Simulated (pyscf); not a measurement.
`[Cl][Ta]([Cl])([Cl])([Cl])[Cl]` + `[OH2]` → `[ClH]` + `[OH][Ta]([Cl])([Cl])([Cl])[Cl]` (four-centre exchange; singlet surface; Cl–Ta, H–O broken, Cl–H, O–Ta formed). PySCF, gas phase, ωB97X-D3(BJ)/def2-SVP geometries. Energies in kcal/mol from the separated reactants.

```tsv
level	barrier	reaction energy
ωB97X-D3(BJ)/def2-TZVP	1.6	+2.4
PBE/def2-TZVP	2.4	+0.8
r²SCAN/def2-TZVP	[?]	+0.1
B3LYP-D3(BJ)/def2-TZVP	[?]	[?]
M06-2X/def2-TZVP	1.9	-0.4
ωB97M-D3(BJ)/def2-TZVP	2.6	-1.5
```

Q: Fill in the missing entries.

A: 
- r²SCAN/def2-TZVP, barrier: 0.3
- B3LYP-D3(BJ)/def2-TZVP, barrier: 2.7
- B3LYP-D3(BJ)/def2-TZVP, reaction energy: +0.5

On the reactant side the descent ends in an adduct with a O–Ta contact, 21.7 kcal/mol under the separated species and 23.3 kcal/mol under the saddle at ωB97X-D3(BJ)/def2-TZVP. On the product side the descent ends in an adduct with a Cl–Ta contact (not fully relaxed), 7.4 kcal/mol under the separated species and 6.6 kcal/mol under the saddle at ωB97X-D3(BJ)/def2-TZVP. At ωB97X-D3(BJ) the saddle lies under the separated products, which points to a path from their complex (located at ωB97X-D3(BJ) alone). What is counted as formed (O–Ta) is already present as a longer contact in the reactant adduct; forming that adduct is a step of its own. What is counted as broken (Cl–Ta) persists as a longer contact in the product adduct; parting that adduct is a step of its own. This is the saddle that the search found; another between the same sides may lie lower. Elements past Kr carry the def2 core potentials, without spin-orbit coupling.
